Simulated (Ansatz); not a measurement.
For wurtzite CdS, PBE-D3(BJ) in Ansatz (PAW) gives:

```
Quantity               Value
-------------------  -------
lattice parameter a  4.143 Å
c axis length        6.748 Å
```

Question: What does HSE06 (Ansatz, an electronic-structure program, PAW) give for the same quantities?

Answer: 
- lattice constant a: 4.169 Å (goes up by 0.6 %)
- lattice parameter c: 6.775 Å (goes up by 0.4 %)

For comparison: lattice constant a 4.136 Å (measured, temperature not stated, no zero-point or thermal correction; as tabulated in Biswas et al. (2022), arXiv:2106.08875); lattice parameter c 6.714 Å (measured, temperature not stated, no zero-point or thermal correction; as tabulated in Biswas et al. (2022), arXiv:2106.08875).

Changes are worked out from the printed values.

Unless a cell is named, each level is at its own relaxed cell (PBE-D3(BJ) 25.08, HSE06 25.50 Å³/atom).

Ansatz's density-functional and Hartree–Fock values are scalar-relativistic unless marked +SOC, with PAW data made under PBE.
